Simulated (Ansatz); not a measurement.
1T (CdI2-type) TiTe2: interlayer binding energy by level of theory

No measured value is used here.

```
level (code)        value (meV/Å²)  cell (Å³/atom)
------------------  --------------  --------------
LDA (Ansatz)            (withheld)           24.60
PBE (Ansatz)                   2.5           28.23
PBE-D4 (Ansatz)               31.4           25.73
rVV10 (Ansatz)                29.1           27.97
r²SCAN-D4 (Ansatz)            17.9           27.61
```

Problem. Fill in the missing entries.

Solution. 
- LDA (Ansatz, an electronic-structure program), value (meV/Å²): 22.6

LDA, PBE: the cell comes from a level without a dispersion term, which matters for the spacing of layers, chains or molecules. Each level is taken at its own relaxed cell. Ansatz's density-functional and Hartree–Fock values are scalar-relativistic unless marked +SOC, with PAW data made under PBE.
